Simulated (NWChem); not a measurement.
# CH4BO (SMILES [BH]OC) at 6 levels

Aim: a comparison of 6 runs (UHF/STO-3G, UHF/3-21G, UB3LYP/6-31G*, UB3LYP/def2-TZVP, UM06-2X/def2-TZVP) of CH4BO. 

The results are computed with NWChem 7.3.0.

### 1 The system as given

CH4BO: 7 atoms, total charge 0, spin state doublet. SMILES: `[BH]OC`. The shape is that of a PBE0-D4/def2-TZVP optimisation. This is one conformer, not always the lowest.

Bond lengths: B1–O2 1.320 Å, O2–C3 1.426 Å, B1–H4 1.207 Å, C3–H5 1.093 Å, C3–H6 1.090 Å, C3–H7 1.090 Å. Angles: B1–O2–C3 124.1°, O2–B1–H4 124.7°, O2–C3–H5 110.9°, O2–C3–H6 108.4°, O2–C3–H7 108.4°, H5–C3–H6 109.9°, H5–C3–H7 109.9°, H6–C3–H7 109.2°.

### 2 Energy and gradient at UHF/STO-3G (run 1)

Input file m1.nw:

```
start m1
memory stack 880 mb heap 220 mb global 1100 mb
charge 0

geometry noautosym nocenter noautoz
   B     -1.319600    -1.025700    -0.172900
   O     -0.272400    -0.707100     0.564500
   C      0.642200     0.338600     0.243900
   H     -1.628500    -0.474200    -1.201600
   H      0.357800     0.834000    -0.687600
   H      0.643000     1.059300     1.062300
   H      1.638900    -0.092800     0.145600
end

basis spherical bse
   * library STO-3G
end

scf
   nopen 1
   uhf
   thresh 1e-08
   maxiter 80
   print low
end

task scf gradient
```

Started as:

```console
$ nwchem m1.nw > m1.out
```

Standard output:

```text
[...]
  functions       =    19
[...]
  wavefunction    = UHF
[...]
         Total SCF energy =   -137.904827648369
      One electron energy =   -316.603299664787
      Two electron energy =    114.062285223709
 Nuclear repulsion energy =     64.636186792709
                       Sz =      0.5000
                 Sz(Sz+1) =      0.7500
                      S^2 =      0.7586
[...]
                         UHF ENERGY GRADIENTS
    atom               coordinates                        gradient
                 x          y          z           x          y          z
   1 B      -2.493682  -1.938292  -0.326734    0.009028  -0.009900   0.022245
   2 O      -0.514761  -1.336225   1.066750    0.004332   0.008667  -0.006182
   3 C       1.213582   0.639861   0.460904    0.004665   0.000360   0.004596
   4 H      -3.077419  -0.896108  -2.270695   -0.007985   0.009972  -0.021205
   5 H       0.676144   1.576031  -1.299376   -0.003827  -0.003241  -0.000073
   6 H       1.215094   2.001787   2.007456   -0.002173  -0.004007  -0.000551
   7 H       3.097072  -0.175367   0.275144   -0.004040  -0.001851   0.001171
 Task  times  cpu:        2.3s     wall:        2.3s
 Total times  cpu:        2.3s     wall:        2.3s
```

It took 2.9 s on 1 thread of Intel Xeon Platinum 8259CL at 2.50GHz (Skylake/Cascade Lake), shared host; peak memory 0.099 GiB.

### 3 Energy and gradient at UHF/3-21G (run 2)

Input file nw.xyz:

```xyz
7
CH4BO gradient
B     -1.319600    -1.025700    -0.172900
O     -0.272400    -0.707100     0.564500
C      0.642200     0.338600     0.243900
H     -1.628500    -0.474200    -1.201600
H      0.357800     0.834000    -0.687600
H      0.643000     1.059300     1.062300
H      1.638900    -0.092800     0.145600
```

Input file nw.nw:

```
start nw
title "CH4BO gradient"
memory 2200 mb

geometry units angstrom noautosym nocenter noautoz
  load format xyz nw.xyz
end

basis spherical bse
  * library 3-21G
end

scf
  nopen 1
  uhf
  thresh 1e-08
  maxiter 80
end

task scf gradient
```

Started as:

```console
$ nwchem nw.nw > nw.out
```

Standard output:

```text
[...]
  functions       =    35
[...]
  wavefunction    = UHF
[...]
         Total SCF energy =   -138.932255992997
      One electron energy =   -316.306177377196
      Two electron energy =    112.737734591490
 Nuclear repulsion energy =     64.636186792709
                       Sz =      0.5000
                 Sz(Sz+1) =      0.7500
                      S^2 =      0.7542
[...]
                         UHF ENERGY GRADIENTS
    atom               coordinates                        gradient
                 x          y          z           x          y          z
   1 B      -2.493682  -1.938292  -0.326734    0.033238   0.012290   0.020663
   2 O      -0.514761  -1.336225   1.066750   -0.014880   0.000221  -0.016443
   3 C       1.213582   0.639861   0.460904   -0.020885  -0.017733  -0.000420
   4 H      -3.077419  -0.896108  -2.270695   -0.000889   0.002086  -0.003586
   5 H       0.676144   1.576031  -1.299376   -0.002867   0.002665  -0.006454
   6 H       1.215094   2.001787   2.007456   -0.000427   0.004365   0.006403
   7 H       3.097072  -0.175367   0.275144    0.006710  -0.003895  -0.000163
[...]
```

It took 2.9 s on 1 thread of Intel Xeon Platinum 8259CL at 2.50GHz (Skylake/Cascade Lake), shared host; peak memory 0.099 GiB.

Run 3 isn't shown in full; the table further down has it.

### 4 Energy and gradient at UB3LYP/6-31G(d) (Cartesian functions) (run 4)

Input file ch4bo.xyz:

```xyz
7

B     -1.319600    -1.025700    -0.172900
O     -0.272400    -0.707100     0.564500
C      0.642200     0.338600     0.243900
H     -1.628500    -0.474200    -1.201600
H      0.357800     0.834000    -0.687600
H      0.643000     1.059300     1.062300
H      1.638900    -0.092800     0.145600
```

Input file run.py:

```python
from ase.io import read
from ase.calculators.nwchem import NWChem

system = read('ch4bo.xyz')

calc = NWChem(
    label='ch4bo',
    theory='dft',
    memory='2200 mb',
    basis='6-31G*',
    dft={'xc': 'b3lyp', 'mult': '2', 'grid': 'xfine', 'convergence': 'energy 1e-08', 'iterations': '100', 'mulliken': None},
)
system.calc = calc

forces = system.get_forces()
e = system.get_potential_energy()
print(f"E = {e:.6f} eV")
print("forces (eV/A):")
for s, f in zip(system.symbols, forces):
    print(f"{s:2s} {f[0]:10.5f} {f[1]:10.5f} {f[2]:10.5f}")
```

Started as:

```console
$ export ASE_NWCHEM_COMMAND="nwchem PREFIX.nwi > PREFIX.nwo"
$ python run.py
```

Standard output:

```text
E = -3824.156636 eV
forces (eV/A):
B    -0.34242   -0.17046   -0.15761
O     0.05271   -0.14388    0.23793
C     0.13766    0.16383   -0.05564
H     0.01028    0.02201   -0.01661
H     0.00792    0.06793   -0.07718
H     0.01800    0.08675    0.07960
H     0.11580   -0.02623   -0.01054
```

The calculator wrote ch4bo.nwi:

```
title "ch4bo"

permanent_dir ch4bo

scratch_dir ch4bo

start ch4bo

geometry units angstrom nocenter noautosym noautoz
  B  -1.3196000000000001e+00 -1.0257000000000001e+00 -1.7290000000000000e-01
  O  -2.7239999999999998e-01 -7.0709999999999995e-01 5.6450000000000000e-01
  C  6.4219999999999999e-01 3.3860000000000001e-01 2.4390000000000001e-01
  H  -1.6285000000000001e+00 -4.7420000000000001e-01 -1.2016000000000000e+00
  H  3.5780000000000001e-01 8.3399999999999996e-01 -6.8759999999999999e-01
  H  6.4300000000000002e-01 1.0592999999999999e+00 1.0623000000000000e+00
  H  1.6389000000000000e+00 -9.2799999999999994e-02 1.4560000000000001e-01
end

memory 2200 mb

basis noprint
   * library 6-31G*
end

dft
  xc b3lyp
  mult 2
  grid xfine
  convergence energy 1e-08
  iterations 100
  mulliken
end

task dft gradient
```

ch4bo.nwo:

```text
Northwest Computational Chemistry Package (NWChem) 7.3.0
             --------------------------------------------------------

           Job information
           ---------------

    nwchem branch   = 7.3.0
    use scalapack   = T
    input           = ch4bo.nwi
    prefix          = ch4bo.
    data base       = ch4bo/ch4bo.db
    status          = startup
    nproc           =        1

           Memory information
           ------------------

    heap     =     72089600 doubles =      550.0 Mbytes
    stack    =     72089597 doubles =      550.0 Mbytes
    global   =    144179200 doubles =     1100.0 Mbytes (distinct from heap & stack)
    total    =    288358397 doubles =     2200.0 Mbytes
    verify   = yes
    hardfail = no

[... 124 lines left out ...]
          Convergence on energy requested:  1.00D-08
[... 27 lines left out ...]
          Convergence Information
[... 30 lines left out ...]
 1-e energy   =    -315.713725
[... 58 lines left out ...]
      One electron energy =     -317.718794856536
[... 8 lines left out ...]
                    DFT Final Alpha Molecular Orbital Analysis
[... 872 lines left out ...]
          Convergence on gradient requested:  5.00D-04
[... 28 lines left out ...]
          total energy or number of iterations.
[... 38 lines left out ...]
                 ----------------------------------------
                 |  Time  |  1-e(secs)   |  2-e(secs)   |
                 ----------------------------------------
                 |  CPU   |       0.00   |       3.03   |
                 ----------------------------------------
                 |  WALL  |       0.00   |       3.03   |
                 ----------------------------------------

 Task  times  cpu:       88.2s     wall:       88.2s
 Total times  cpu:       88.3s     wall:       88.3s
```

It took 90 s on 1 thread of Intel Xeon Platinum 8259CL at 2.50GHz (Skylake/Cascade Lake), shared host; peak memory 0.13 GiB.

Run 5 isn't shown in full; the table further down has it.

### 5 Energy and forces at UM06-2X/def2-TZVP (run 6)

Input file mol.nw:

```
start mol
memory total 2200 mb
geometry noautosym nocenter noautoz
B     -1.319600    -1.025700    -0.172900
O     -0.272400    -0.707100     0.564500
C      0.642200     0.338600     0.243900
H     -1.628500    -0.474200    -1.201600
H      0.357800     0.834000    -0.687600
H      0.643000     1.059300     1.062300
H      1.638900    -0.092800     0.145600
end
basis spherical bse
* library def2-TZVP
end
dft
xc m06-2x
mult 2
grid fine
convergence energy 1e-08
maxiter 100
mulliken
print medium
end
task dft gradient
```

Started as:

```console
$ nwchem mol.nw > mol.out
```

Standard output:

```text
[...]
          Wavefunction type:  spin polarized.
          No. of atoms     :     7
          No. of electrons :    23
[...]
          Charge           :     0
          Spin multiplicity:     2
[...]
          AO basis - number of functions:   117
[...]
              XC Information
              --------------
                       M06-2X Method XC Functional
                     Hartree-Fock (Exact) Exchange  0.540
                        M06-2X Exchange Functional  1.000
                      M06-2X Correlation Potential  1.000
[...]
 d= 0,ls=0.0,diis     1   -140.4659873663 -2.05D+02  2.92D-03  1.11D-01    10.1
[...]
 d= 0,ls=0.0,diis    12   -140.5272199217 -2.61D-09  4.10D-07  5.73D-10   120.5
[...]
         Total DFT energy =     -140.527219921701
      One electron energy =     -317.647864041130
           Coulomb energy =      131.982793213105
    Exchange-Corr. energy =      -19.498335886384
 Nuclear repulsion energy =       64.636186792709
[...]
      Total Density - Mulliken Population Analysis
     ---------------------------------------------
    Atom       Charge   Shell Charges
 -----------   ------   -------------------------------------------------------
    1 B    5     5.00   0.91  1.06  0.53  0.50  0.14  0.89  0.67  0.15  0.06  0.06  0.02
    2 O    8     8.21   0.79  1.18  0.59  0.87  0.32  1.90  1.91  0.62  0.00  0.02  0.00
    3 C    6     6.22   0.85  1.12  0.51  0.64  0.13  1.28  1.26  0.31  0.02  0.07  0.01
    4 H    1     0.99   0.26  0.49  0.23  0.01
    5 H    1     0.87   0.28  0.46  0.12  0.02
    6 H    1     0.86   0.28  0.47  0.09  0.02
    7 H    1     0.86   0.28  0.47  0.09  0.02
[...]
      <S2> =      0.7540 (Exact =     0.7500)
[...]
  wavefunction    = open shell
                         DFT ENERGY GRADIENTS
    atom               coordinates                        gradient
                 x          y          z           x          y          z
   1 B      -2.493682  -1.938292  -0.326734    0.002365   0.000092   0.002450
   2 O      -0.514761  -1.336225   1.066750    0.000015  -0.000481   0.000624
   3 C       1.213582   0.639861   0.460904   -0.002133  -0.001798  -0.000071
   4 H      -3.077419  -0.896108  -2.270695   -0.001637   0.000845  -0.002838
   5 H       0.676144   1.576031  -1.299376    0.000037   0.000922  -0.001111
   6 H       1.215094   2.001787   2.007456    0.000094   0.000885   0.001007
   7 H       3.097072  -0.175367   0.275144    0.001258  -0.000465  -0.000061
[...]
```

Wall time 2.9 min (1 thread of Intel Xeon Platinum 8259CL at 2.50GHz (Skylake/Cascade Lake), shared host); peak memory 0.13 GiB.

### 6 All runs side by side

| run | level | iteration cap | module | energy (Eh) | ⟨S²⟩ | largest force (eV/Å) | wall time |
| --- | --- | --- | --- | --- | --- | --- | --- |
| 1 | UHF/STO-3G | 80 | scf | -137.904828 | 0.759 | 1.335 | 2.9 s |
| 2 | UHF/3-21G | 80 | scf | -138.932256 | 0.754 | 2.109 | 2.9 s |
| 3 | UB3LYP/6-31G* (spherical functions) | 100 | dft | -140.532907 | 0.752 | 0.421 | 77 s |
| 4 | UB3LYP/6-31G* (Cartesian functions) | 100 | dft | -140.535165 | 0.752 | 0.414 | 90 s |
| 5 | UB3LYP/def2-TZVP | 100 | dft | -140.597180 | 0.752 | 0.424 | 2.3 min |
| 6 | UM06-2X/def2-TZVP | 100 | dft | -140.527220 | 0.754 | 0.175 | 2.9 min |

### 7 Summary of results

```
                                 quantity          value
                      run 6: total energy  -140.52722 Eh
                     run 6: dipole moment         2.33 D
run 6: HOMO energy (highest over α and β)       -6.41 eV
 run 6: LUMO energy (lowest over α and β)       -1.35 eV
                              run 6: ⟨S²⟩          0.754
          run 6: largest force on an atom     0.175 eV/Å
```

In words: Over runs 2, 3, 4, 5, 6 the dipole moment (its size) runs from 2.25 D (UB3LYP/6-31G*) to 2.52 D (UHF/3-21G). The two ends differ in method and basis. Totals of different functionals can't be ranked against each other. In run 1 the basis is minimal, so the values are rough. All runs together took 8 min, the longest 2.9 min.
